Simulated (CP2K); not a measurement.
# C2F3N (cyanotrifluoromethane): levels of theory compared

Wanted: a comparison of 3 runs (HF/3-21G, GFN1-xTB, PM3) of C2F3N (cyanotrifluoromethane). 

The calculation is run with CP2K 2026.2.

2 further runs of the same task are left out: 2 that didn't finish.

## (1) The structure to begin with

The species is C2F3N (6 atoms), meant as a singlet with charge 0. As SMILES, `N#CC(F)(F)F`. The C3–F5 distance was set to 2.387 Å, away from the relaxed value. At this shape a bond of the SMILES string is far longer than usual.

Bond lengths: N1–C2 1.146 Å, C2–C3 1.481 Å, C3–F4 1.326 Å, C3–F6 1.326 Å. Angles: N1–C2–C3 180.0°, C2–C3–F4 110.1°, C2–C3–F6 110.1°, F4–C3–F6 108.8°.

## (2) A single-point energy at HF/3-21G (run 1)

Contents of molecule.xyz:

```xyz
6

N      0.391786    -2.170216     1.608934
C     -0.144114    -1.275716     1.133234
C     -0.836714    -0.119516     0.518234
F     -1.946314    -0.520916    -0.086866
F      0.581500     0.927000    -1.091500
F     -1.155514     0.769684     1.449034
```

Contents of gas.inp:

```
&GLOBAL
  PROJECT_NAME gas
  RUN_TYPE ENERGY
  PRINT_LEVEL MEDIUM
&END GLOBAL
&FORCE_EVAL
  METHOD QS
  &DFT
    BASIS_SET_FILE_NAME ./3_21g.basis
    POTENTIAL_FILE_NAME POTENTIAL
    CHARGE 0
    MULTIPLICITY 1
    &QS
      METHOD GAPW
      EPS_DEFAULT 1.0E-10
    &END QS
    ! real-space grids
    &MGRID
      CUTOFF 280
      REL_CUTOFF 50
      NGRIDS 4
    &END MGRID
    ! no periodic images
    &POISSON
      PERIODIC NONE
      POISSON_SOLVER MULTIPOLE
    &END POISSON
    &SCF
      SCF_GUESS ATOMIC
      EPS_SCF 1.0E-07
      MAX_SCF 100
      ADDED_MOS 3
      &DIAGONALIZATION
        ALGORITHM STANDARD
      &END DIAGONALIZATION
      &MIXING
        METHOD DIRECT_P_MIXING
        ALPHA 0.4
      &END MIXING
    &END SCF
    ! functional
    &XC
      &XC_FUNCTIONAL NONE
      &END XC_FUNCTIONAL
      &HF
        FRACTION 1
        &SCREENING
          EPS_SCHWARZ 1.0E-10
          SCREEN_ON_INITIAL_P F
        &END SCREENING
        &INTERACTION_POTENTIAL
          POTENTIAL_TYPE COULOMB
        &END INTERACTION_POTENTIAL
        &MEMORY
          MAX_MEMORY 1050
        &END MEMORY
      &END HF
    &END XC
    &PRINT
      &MOMENTS
        PERIODIC F
        REFERENCE COM
        MAX_MOMENT 1
      &END MOMENTS
      &MO ON
        ENERGIES T
        OCCUPATION_NUMBERS T
        NDIGITS 6
        &EACH
          QS_SCF 0
        &END EACH
        ADD_LAST NUMERIC
      &END MO
      &LOWDIN ON
      &END LOWDIN
      &HIRSHFELD OFF
      &END HIRSHFELD
      &MO_MOLDEN ON
        NDIGITS 8
      &END MO_MOLDEN
    &END PRINT
  &END DFT
  &SUBSYS
    &CELL
      ABC [angstrom] 9.5 10.1 9.7
      PERIODIC NONE
    &END CELL
    &TOPOLOGY
      COORD_FILE_NAME molecule.xyz
      COORD_FILE_FORMAT XYZ
      &CENTER_COORDINATES
      &END CENTER_COORDINATES
    &END TOPOLOGY
    &KIND N
      BASIS_SET 3-21G
      POTENTIAL ALL
      LEBEDEV_GRID 194
      RADIAL_GRID 100
    &END KIND
    &KIND C
      BASIS_SET 3-21G
      POTENTIAL ALL
      LEBEDEV_GRID 194
      RADIAL_GRID 100
    &END KIND
    &KIND F
      BASIS_SET 3-21G
      POTENTIAL ALL
      LEBEDEV_GRID 194
      RADIAL_GRID 100
    &END KIND
  &END SUBSYS
&END FORCE_EVAL
```

Run with:

```bash
$ OMP_NUM_THREADS=1 cp2k.psmp -i gas.inp -o gas.out
```

Log:

```text
CP2K| version string:                                       CP2K version 2026.2
[...]
 GLOBAL| Method name                                                        CP2K
[...]
 GLOBAL| Run type                                                         ENERGY
[...]
 DFT| Spin restricted Kohn-Sham (RKS) calculation                            RKS
 DFT| Multiplicity                                                             1
[...]
 DFT| Charge                                                                   0
[...]
 QS| Method:                                                                GAPW
[...]
 QS| Density cutoff [a.u.]:                                                140.0
[...]
 QS| Relative density cutoff [a.u.]:                                        25.0
[...]
                             - Atoms:                                          6
[...]
                             - Spherical basis functions:                     54
[...]
 Number of electrons:                                                         46
[...]
     1 P_Mix/Diag. 0.40E+00    0.6     0.80851850      -426.6737764045 -4.27E+02
[...]
    28 DIIS/Diag.  0.17E-06    0.3     0.00000007      -425.9142006732  2.84E-13
  *** SCF run converged in    28 steps ***
[...]
  Overlap energy of the core charge distribution:               0.00003421695724
  Self energy of the core charge distribution:               -419.71523903568158
  Core Hamiltonian energy:                                    -35.45538137373708
  Hartree energy:                                              70.23606485930605
  Exchange-correlation energy:                                  0.00000000000000
  Hartree-Fock Exchange energy:                               -46.72738907954805
[...]
 ENERGY| Total FORCE_EVAL ( QS ) energy [hartree]           -425.914200673240487
[...]
```

Wall time 9.3 s (1 thread of Intel Xeon 6975P-C (Granite Rapids), shared host); peak memory 0.52 GiB.

## (3) A single-point energy at GFN1-xTB (run 2)

Contents of molecule.inp:

```
&GLOBAL
   PROJECT_NAME molecule
   RUN_TYPE ENERGY
   PRINT_LEVEL MEDIUM
&END GLOBAL

&FORCE_EVAL
   METHOD Quickstep
   &DFT
      &QS
         METHOD XTB
         EPS_DEFAULT 1.0E-10
         &XTB
            GFN_TYPE TBLITE
            &TBLITE
               METHOD GFN1
            &END TBLITE
            CHECK_ATOMIC_CHARGES F
         &END XTB
      &END QS
      &POISSON
         PERIODIC NONE
         POISSON_SOLVER ANALYTIC
      &END POISSON
      &SCF
         SCF_GUESS ATOMIC
         EPS_SCF 1.0E-07
         MAX_SCF 150
         ADDED_MOS 8
         &DIAGONALIZATION
            ALGORITHM STANDARD
         &END DIAGONALIZATION
         &MIXING
            METHOD DIRECT_P_MIXING
            ALPHA 0.4
         &END MIXING
         &SMEAR ON
            METHOD FERMI_DIRAC
            ELECTRONIC_TEMPERATURE [K] 300
         &END SMEAR
      &END SCF
      &PRINT
         &MOMENTS
            PERIODIC F
            REFERENCE COM
            MAX_MOMENT 1
         &END MOMENTS
         &MO ON
            ENERGIES T
            OCCUPATION_NUMBERS T
            NDIGITS 6
            &EACH
               QS_SCF 0
            &END EACH
            ADD_LAST NUMERIC
         &END MO
         &HIRSHFELD OFF
         &END HIRSHFELD
      &END PRINT
   &END DFT
   &SUBSYS
      &CELL
         ABC 10.5 11.1 10.7
         PERIODIC NONE
      &END CELL
      &COORD
         UNIT bohr
         N      0.7403682    -4.1011139     3.0404446
         C     -0.2723360    -2.4107539     2.1415019
         C     -1.5811603    -0.2258525     0.9793203
         F     -3.6780004    -0.9843886    -0.1641529
         F      1.0988757     1.7517761    -2.0626361
         F     -2.1836050     1.4544920     2.7382774
      &END COORD
      &TOPOLOGY
         &CENTER_COORDINATES
         &END CENTER_COORDINATES
      &END TOPOLOGY
   &END SUBSYS
&END FORCE_EVAL
```

Run with:

```bash
$ OMP_NUM_THREADS=1 cp2k.psmp -i molecule.inp -o molecule.out
```

Log:

```text
CP2K| version string:                                       CP2K version 2026.2
[...]
 GLOBAL| Method name                                                        CP2K
[...]
 GLOBAL| Run type                                                         ENERGY
[...]
                             - Atoms:                                          6
[...]
                             - Spherical basis functions:                     24
[...]
 Number of electrons:                                                         34
[...]
  *** SCF run converged in    60 steps ***
[...]
  Fermi energy:                                                -0.47966374523302
[...]
 TB_DIPOLE| Moment [Debye]         -1.26063843      -1.83471662       2.19063896
 TB_DIPOLE| Derivative [a.u.]       0.00000000       0.00000000       0.00000000
[...]
 ENERGY| Total FORCE_EVAL ( QS ) energy [hartree]            -22.649686949531166
[...]
```

Run time: 1 s. Hardware: 1 thread of Intel Xeon 6975P-C (Granite Rapids), shared host; peak memory 0.23 GiB.

## (4) A single-point energy at PM3 (run 3)

Contents of gas.inp:

```
&FORCE_EVAL
   METHOD QS
   &DFT
      &QS
         METHOD PM3
         EPS_DEFAULT 1.0E-10
         &SE
            &COULOMB
               CUTOFF [angstrom] 50
               RC_RANGE [angstrom] 0
            &END COULOMB
            &EXCHANGE
               CUTOFF [angstrom] 50
               RC_RANGE [angstrom] 0
            &END EXCHANGE
         &END SE
      &END QS
      # isolated system
      &POISSON
         PERIODIC NONE
         POISSON_SOLVER ANALYTIC
      &END POISSON
      &SCF
         SCF_GUESS ATOMIC
         EPS_SCF 1.0E-06
         MAX_SCF 50
         &OT
            MINIMIZER DIIS
            PRECONDITIONER FULL_ALL
         &END OT
         &OUTER_SCF
            EPS_SCF 1.0E-06
            MAX_SCF 8
         &END OUTER_SCF
      &END SCF
      # extra output
      &PRINT
         &MOMENTS
            PERIODIC F
            REFERENCE COM
            MAX_MOMENT 1
         &END MOMENTS
         &MO_CUBES
            NLUMO 1
            NHOMO -1
            WRITE_CUBE F
         &END MO_CUBES
         &HIRSHFELD OFF
         &END HIRSHFELD
      &END PRINT
   &END DFT
   # structure
   &SUBSYS
      &CELL
         ABC 18.5 19.1 18.7
         PERIODIC NONE
      &END CELL
      &COORD
         UNIT bohr
         N      0.7403682    -4.1011139     3.0404446
         C     -0.2723360    -2.4107539     2.1415019
         C     -1.5811603    -0.2258525     0.9793203
         F     -3.6780004    -0.9843886    -0.1641529
         F      1.0988757     1.7517761    -2.0626361
         F     -2.1836050     1.4544920     2.7382774
      &END COORD
      &TOPOLOGY
         &CENTER_COORDINATES
         &END CENTER_COORDINATES
      &END TOPOLOGY
   &END SUBSYS
&END FORCE_EVAL
&GLOBAL
   PROJECT gas
   RUN_TYPE ENERGY
   PRINT_LEVEL MEDIUM
&END GLOBAL
```

Run with:

```bash
$ OMP_NUM_THREADS=1 cp2k.psmp gas.inp > gas.out
```

Log:

```text
CP2K| version string:                                       CP2K version 2026.2
[...]
 GLOBAL| Method name                                                        CP2K
[...]
 GLOBAL| Run type                                                         ENERGY
[...]
                             - Atoms:                                          6
[...]
                             - Spherical basis functions:                     24
[...]
 Number of electrons:                                                         34
[...]
     1 OT DIIS     0.15E+00    0.0     0.41268662       -58.2967066681 -5.83E+01
[...]
    12 OT DIIS     0.15E+00    0.0     0.00000071       -62.9843288160 -4.92E-10
  *** SCF run converged in    12 steps ***
  Core-core repulsion energy [eV]:                           2517.00904098052024
  Core Hamiltonian energy [eV]:                             -2920.23007461151974
  Two-electron integral energy [eV]:                        -2621.33942945912349
  Electronic energy [eV]:                                   -4230.89978934108149
  Total energy [eV]:                                        -1713.89074836056147
  Atomic reference energy [eV]:                              1714.80368585603355
  Heat of formation [kcal/mol]:                                21.05284044987834
[...]
 SE_DIPOLE| Moment [Debye]          2.23710829       0.94002382      -1.94154730
 SE_DIPOLE| Derivative [a.u.]       0.00000000       0.00000000       0.00000000
 *** WARNING in qs_scf_post_se.F:140 :: Printing of MO cube files not ***
 *** implemented for Semi-Empirical method.                           ***
 ENERGY| Total FORCE_EVAL ( QS ) energy [hartree]            -62.984328816030342
[...]
```

Wall time 1.3 s (1 thread of Intel Xeon 6975P-C (Granite Rapids), shared host); peak memory 0.23 GiB.

## (5) The series

```tsv
run	level	scheme	iteration cap	energy (Eh)	dipole moment (D)	HOMO energy (eV)	LUMO energy (eV)	wall time
1	HF/3-21G	GAPW	100	-425.914201	2.55	-12.18	-1.95	9.3 s
2	GFN1-xTB	–	150	-22.649687	3.12	-13.55	-12.58	1 s
3	PM3	–	50	-62.984329	3.11	–	–	1.3 s
```

## (6) Results

| quantity | value |
| --- | --- |
| run 3: total energy | -62.98433 Eh |
| run 3: dipole moment | 3.11 D |
| run 3: heat of formation | 21.1 kcal/mol |

The dipole moment (its size) runs from 2.55 D (HF/3-21G) to 3.12 D (GFN1-xTB). The two ends differ in method and basis and Hamiltonian. Some of these are taken from atomic charges alone. In runs 1, 2, 3 a closed-shell determinant meets a far-stretched bond, which it describes badly. Force-field and semi-empirical energies have zeros of their own, so their totals don't compare. All runs together took 12 s, the longest 9.3 s.
